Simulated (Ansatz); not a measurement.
Relaxation of AlFH4 (6 atoms, charge 0, multiplicity 1), to a largest force component of 0.03 eV/Å in at most 50 steps.

Level of theory: Ansatz, RKS PBE0-D4/def2-SVP.

```xyz
6
Properties=species:S:1:pos:R:3
Al -0.002 0.233 0.000
F 0.000 0.352 1.679
H 1.405 0.244 -0.717
H -1.413 0.186 -0.708
H 0.082 -2.346 0.969
H 0.064 -1.753 1.378
```

Q: Where does it end, and by what steps?

A: It converged. After 7 steps the energy has fallen by 0.117 eV; H5 moved furthest, 0.43 Å.

| step | energy less start (eV) | largest force component (eV/Å) | accepted |
| --- | --- | --- | --- |
| 0 | 0.0000 | 1.399 | yes |
| 1 | -0.0537 | 0.657 | yes |
| 2 | -0.0818 | 0.693 | yes |
| 3 | -0.0883 | 0.457 | yes |
| 4 | -0.1055 | 0.586 | yes |
| 5 | -0.1130 | 0.420 | yes |
| 6 | -0.1162 | 0.050 | yes |
| 7 | -0.1166 | 0.023 | yes |

```xyz
6
Properties=species:S:1:pos:R:3
Al 0.004 0.127 0.122
F -0.003 0.627 1.721
H 1.408 0.043 -0.601
H -1.399 -0.031 -0.589
H 0.068 -2.088 0.628
H 0.059 -1.760 1.320
```

Whether the end is a true minimum wasn't checked by a vibrational analysis.

Run time: 6.6 s on 1 thread of Intel(R) Xeon(R) Platinum 8488C (Sapphire Rapids), with other jobs on the host, peak memory 0.12 GiB.
